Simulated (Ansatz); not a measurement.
C2H (SMILES [C]#C) moved off its minimum; all values from Ansatz (an electronic-structure program), cores frozen in correlated methods. Open shells are unrestricted.
(charge 0, multiplicity 2)
```xyz
3

C     -0.0417     0.0357    -0.6153
C     -0.0600     0.0885     0.4756
H     -0.0695     0.0174     1.5934
```

### Question
Give the forces (eV/Å), the total energy and the dipole at CCSD(T)/aug-cc-pVTZ.

### Answer

```csv
atom,Fx,Fy,Fz
C1,0.275,-0.652,-17.082
C2,-0.279,0.357,19.056
H3,0.004,0.296,-1.974
```
Energy -76.4354 hartree, dipole 0.77 D.
